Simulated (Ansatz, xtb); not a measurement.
**CH3OSi: which of two structures lies lower**

We compare I, a doublet given by its coordinates, with II, `[CH2][SiH]=O`, a doublet. Both are isolated molecules in the gas phase, relaxed with PBE0-D3(BJ)/pcseg-1; the shapes shown needn't be the lowest conformers.

I (Å):

```csv
atom,x (Å),y (Å),z (Å)
C,-1.1501,0.0268,-0.1546
O,1.5287,0.3174,0.4830
Si,0.5569,-0.6019,-0.5321
H,-1.3777,1.0818,0.0513
H,1.0966,0.8819,1.1388
H,-2.0400,-0.5487,-0.4322
```

Close contacts (Å): C1–Si3 1.86, O2–Si3 1.68, C1–H4 1.10, C1–H6 1.10, O2–H5 0.97.

II (Å):

```yaml
atoms:
  - { symbol: C, position_ang: [-1.7002, 0.7201, -0.7097] }
  - { symbol: O, position_ang: [-0.8242, -2.1167, -0.7798] }
  - { symbol: Si, position_ang: [-0.6557, -0.6889, -0.2342] }
  - { symbol: H, position_ang: [-1.5565, 1.7244, -0.3047] }
  - { symbol: H, position_ang: [-2.5164, 0.6061, -1.4253] }
  - { symbol: H, position_ang: [0.3882, -0.2944, 0.7515] }
```

Quicker runs give these differences E(II) − E(I): GFN2-xTB −28.18 kcal/mol; HF/STO-3G +1.54 kcal/mol (at GFN2-xTB geometries); r2SCAN-D4/def2-SVP −1.82 kcal/mol (at GFN2-xTB geometries).

Task: Which of the two would you expect CCSD(T)/def2-TZVP electronic energies to favour?

Result: Too close to call at this level: CCSD(T)/def2-TZVP gives E(II) − E(I) = −1.46 kcal/mol.

How the difference moves with the method:

| level | geometry | E(II) − E(I) (kcal/mol) | departure from the last row (kcal/mol) | job, with rough time for the two |
| --- | --- | --- | --- | --- |
| GFN2-xTB | GFN2-xTB | −28.18 | −26.72 | optimisation, 0.29 s |
| HF/STO-3G | GFN2-xTB | +1.54 | +3.00 | single point, 0.56 s |
| r2SCAN-D4/def2-SVP | GFN2-xTB | −1.82 | −0.36 | single point, 7 s |
| PBE0-D3(BJ)/pcseg-1 | PBE0-D3(BJ)/pcseg-1 | +0.54 | +2.00 | optimisation, 71 s |
| HF/def2-TZVP | PBE0-D3(BJ)/pcseg-1 | +3.67 | +5.13 | part of the CCSD(T) run |
| MP2/def2-TZVP | PBE0-D3(BJ)/pcseg-1 | −8.49 | −7.03 | part of the CCSD(T) run |
| CCSD(T)/def2-TZVP | PBE0-D3(BJ)/pcseg-1 | −1.46 |  | single point, 89 s |

HF/STO-3G, PBE0-D3(BJ)/pcseg-1, HF/def2-TZVP put the two in the other order. The largest departure from CCSD(T)/def2-TZVP is that of GFN2-xTB, 26.72 kcal/mol.

With harmonic frequencies from PBE0-D3(BJ)/pcseg-1 (ideal gas, rigid rotor, one conformer each, 298.15 K, 1 atm): the zero-point term adds −1.02 kcal/mol; ΔH is −2.67 and ΔG −2.21 kcal/mol.

Open shells are spin-unrestricted, with notable spin contamination under HF/STO-3G, HF/def2-TZVP, MP2/def2-TZVP, CCSD(T)/def2-TZVP. The correlated steps freeze 7 core orbitals. Mirror images aren't counted in ΔG. Run with Ansatz 0.2.0, xtb 6.7.1; the last row on 1 thread of Intel(R) Xeon(R) Platinum 8259CL CPU @ 2.50GHz (Skylake/Cascade Lake) on a shared host.
